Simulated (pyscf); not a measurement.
H₃C–SnH₃ + methyl (CH₃•) -> H₃C–SnH₂–CH₃ + H atom (H•), a substitution at Sn (doublet surface; H–Sn broken, C–Sn formed). Single points on ωB97X-D3(BJ)/def2-SVP structures (PySCF, gas phase). Energies in kJ/mol from the separated reactants.

Small-basis levels: PySCF, no dispersion term, spherical d functions. Open shells are spin-unrestricted. 

### Question
Quick B3LYP/LANL2DZ single points give ΔE‡ = 56.9 kJ/mol and ΔE = +40.8 kJ/mol. What does ωB97M-D3(BJ)/def2-TZVP give, and how far is the quick result from it?

### Answer
ωB97M-D3(BJ)/def2-TZVP gives ΔE‡ = 69.0 kJ/mol and ΔE = +30.9 kJ/mol. B3LYP/LANL2DZ lies 12.1 kJ/mol under it in the barrier and 9.9 kJ/mol over it in the reaction energy, so on this step it holds to within 12.6 kJ/mol. ωB97M-D3(BJ)/def2-TZVP has limits of its own. The same reactants have a lower exit, to H₃C–SnH₂• + CH₄ (barrier +13.9 kJ/mol at ωB97M-D3(BJ)/def2-TZVP, against +69.0 kJ/mol here). One saddle was located; it need not be the lowest between these sides. The angle at the attacked Sn is 178°. In the def2 sets elements past Kr carry core potentials, without spin-orbit coupling.
